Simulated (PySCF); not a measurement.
# HNO (nitroxyl): the cost of one run

The runs use PySCF 2.14.0, with density-fitted response routines of our own; the level of theory stands in each step. All values are computed, except where a source is named. Atoms count from 0, in the outputs and in this text.

## Step 1: Starting geometry

3 atoms, charge 0, multiplicity 1; geometry from: GFN2-xTB. The atoms were then displaced at random by about 0.01 Å, so the start is not that level's minimum.

Bonds of the start (Å): N0–O1 1.17, N0–H2 1.08.

## Step 2: Geometry optimisation at PBE0-D3(BJ)/def2-SVP

Job settings and geometry (Å):

```
{"job": {"xc": "PBE0", "basis": "def2-SVP", "d3": "d3bj", "grid": 1, "shake": 0.01, "kind": "geom"}, "charge": 0, "multiplicity": 1}
N     -0.031930     0.391130     0.001380
O      0.967300    -0.213170    -0.013690
H     -0.929360    -0.212910    -0.006870
```

Started as:

```console
$ OMP_NUM_THREADS=1 python probes_run.py task.json out
```

The driver reads the jobs from task.json and runs them one after another.

**Question.** How long does this first job take on 1 thread of Arm Neoverse V2, shared host, and how much memory does it need?

About 1.8 s, with a peak of 0.24 GiB.
